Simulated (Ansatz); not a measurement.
The first iterations of a band of AlFH2 + H3P (8 atoms, charge 0, multiplicity 1).

Theory: RKS revPBE-D4/def2-SVP (Ansatz 0.2.0).

- movable images: 4
- climbing image: no
- spring: 5.0 eV/Å²
- optimiser: quadratic models (default)
- start path: through a guess of the saddle point
- force threshold: 0.05 eV/Å
- iteration limit: 60
- end points: relaxed

Image 0:

```xyz
8
Properties=species:S:1:pos:R:3
Al 0.017 -0.032 0.031
F -0.132 0.536 1.625
H 1.490 -0.066 -0.577
H -1.339 -0.196 -0.792
P 0.171 -3.054 1.136
H -0.699 -2.506 0.117
H 1.374 -2.604 0.484
H 0.076 -1.879 1.967
```

Image 5:

```xyz
8
Properties=species:S:1:pos:R:3
Al 0.100 -0.347 -0.129
F -0.117 0.068 1.882
H 1.506 0.316 -0.494
H -1.310 0.079 -0.748
P 0.201 -2.537 0.859
H -0.777 -3.326 0.178
H 1.402 -3.136 0.370
H -0.049 -0.917 2.075
```

| iteration | highest image above the first end (eV) | largest band force component (eV/Å) |
| --- | --- | --- |
| 1 | 1.880 | 6.163 |
| 2 | 1.196 | 2.884 |
| 3 | 1.126 | 1.320 |

Task: Does the band converge within its limit, and where does its top end?

Result: The forces met the threshold. It ended after 11 iterations with the highest image 0.965 eV above the first end. No image climbed, so the highest image needn't sit at the top of the path. The orbitals stay closed-shell, which can raise the energy where a bond breaks towards radicals; this wasn't checked here.

Run time: 75 s on 1 thread of Arm Neoverse V2, on a shared host, peak memory 0.13 GiB.
